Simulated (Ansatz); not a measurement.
Geometry optimisation, RKS PBE0/6-31G* (Ansatz).

Input file:

```yaml
crystal:
  periodic: [false, false, false]
  atoms:
    - { symbol: Si, position_ang: [0.0, 0.0, 0.0] }
    - { symbol: O, position_ang: [0.0, 0.0, 1.68] }
    - { symbol: Si, position_ang: [-1.3147, -0.4067, 2.6436] }
    - { symbol: H, position_ang: [-2.239, -1.2403, 1.8804] }
    - { symbol: H, position_ang: [-0.8506, -1.1432, 3.8157] }
    - { symbol: H, position_ang: [-1.9987, 0.8095, 3.0733] }
    - { symbol: H, position_ang: [1.3768, 0.0, -0.4862] }
    - { symbol: H, position_ang: [-0.6877, 1.1914, -0.4862] }
    - { symbol: H, position_ang: [-0.6877, -1.1914, -0.4862] }
basis:
  gaussian: { orbitals: "6-31G*" }
hamiltonian:
  xc: pbe0
relax:
  f_tol: 0.02
  max_steps: 40
```

Run as:

```bash
$ ansatz run input.yaml --threads 2 --pin off --max-ram 3072MiB --backend cpu --events-out ev --progress --plain --runs-dir out
```

Problem. Where does it end, and by what steps?

Solution. The run converged. The force dipped under the threshold on the way, but the program's further checks kept it going. After 14 steps the energy has fallen by 0.111 eV; H4 moved furthest, 0.57 Å.

| step | energy less start (eV) | largest force component (eV/Å) | accepted |
| --- | --- | --- | --- |
| 0 | 0.0000 | 1.128 | yes |
| 1 | -0.0618 | 0.474 | yes |
| 2 | -0.0787 | 0.236 | yes |
| 3 | -0.0980 | 0.311 | yes |
| 4 | -0.1063 | 0.092 | yes |
| 5 | -0.1093 | 0.029 | yes |
| 6 | -0.1099 | 0.003 | yes |
| 7 | -0.1069 | 0.190 | no |
| 8 | -0.1105 | 0.060 | yes |
| 9 | -0.1105 | 0.076 | yes |
| 10 | -0.1110 | 0.030 | yes |
| 11 | -0.1111 | 0.023 | yes |
| 12 | -0.1113 | 0.017 | yes |
| 13 | -0.1114 | 0.021 | yes |
| 14 | -0.1114 | 0.016 | yes |

```xyz
9
Properties=species:S:1:pos:R:3
Si 0.018 0.011 -0.086
O -0.243 -0.320 1.508
Si -1.368 -0.467 2.704
H -2.365 -1.522 2.364
H -0.670 -0.838 3.962
H -2.093 0.820 2.907
H 1.478 -0.074 -0.348
H -0.463 1.380 -0.426
H -0.695 -0.970 -0.951
```

The run took 7.5 s on 2 threads of AMD EPYC 9R45 (Zen 5), with other jobs on the host, peak memory 0.14 GiB.
